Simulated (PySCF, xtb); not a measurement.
chloroform (CHCl3), SMILES ClC(Cl)Cl.

GFN2-xTB (xtb) at its own geometry gives an orbital gap of 5.63 eV and a dipole moment of 1.20 D.

The structure is a stationary point at PBE-D3(BJ)/def2-SVP.

### Question
What does M06-2X/def2-TZVPD (PySCF) give? (Estimate from the structure and the level; the computed values follow.)

### Answer
gap 9.96 eV (levels -10.33 and -0.37 eV), dipole 1.10 D.
